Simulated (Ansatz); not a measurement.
# O2Si: the cost of one run

Computed with Ansatz 0.2.0, Gaussian basis. Level: def2-QZVPP, core rule «outside noble gas», up to 7 orbitals frozen.

To be run: UHF; ROHF; CCSD(T) on UHF.

2 further runs of the same task are left out: 2 set aside as unsound or not needed. Runs told in other sessions of the task aren't counted.

**1. What is computed**

The geometry is a PBE0/def2-TZVP stationary point (not a proven minimum) of the parent state, kept for this charge and spin.

3 atoms, charge 0, spin multiplicity 5.

Atoms are counted from 1 here; the program's logs count them from 0.

Bond lengths: O1–O2 1.343 Å, O2–Si3 1.710 Å. Angles: O1–O2–Si3 113.5°.

**2. UHF**

The input, in.yaml:

```yaml
crystal:
  periodic: [false, false, false]
  atoms:
    - {symbol: O, position_ang: [0.000000, -0.345870, 1.455845]}
    - {symbol: O, position_ang: [0.000000, 0.564635, 0.468388]}
    - {symbol: Si, position_ang: [0.000000, -0.124623, -1.096174]}
basis:
  gaussian: {orbitals: "def2-QZVPP.json"}
magnetization: {spin_polarized: true, initial_magnetization: 4}
hamiltonian: {xc: hf}
output: {orbitals: {seedname: orbitals}}
```

The run is started by

```bash
ansatz run in.yaml --threads 1 --pin off --events-out ev --progress --plain --max-ram 2393MiB
```

**Question.** How long does this run take on 1 thread of Arm Neoverse V1, shared host, and how much memory does it need?

About 32 s, with a peak of 0.41 GiB.
